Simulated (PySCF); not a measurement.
## S: ionisation energy

S [Ne] 3s2 3p4 (3P) → S⁺ [Ne] 3s2 3p3 (4S), as a difference of total energies. All numbers are calculated (PySCF 2.14, scalar relativity by spin-free X2C-1e, in x2c-QZVPPall with one added diffuse shell each of s, p, d, f type (10s7p5d3f1g, 86 functions)). Correlated levels: valence: [Ne] frozen. The calculations carry no spin-orbit coupling.

```tsv
method	ionisation energy (eV)	error (eV)
UHF	9.221	-1.115
MP2 (valence)	10.074	-0.262
SCS-MP2 (valence)	10.174	-0.162
CCSD (valence)	10.187	-0.149
CCSD(T) (valence)	10.232	-0.104
```

Reference: 10.336 eV (measured; NIST levels, between the centres of gravity of the two terms).

Errors of the correlated levels include the incompleteness of this basis and the frozen core.
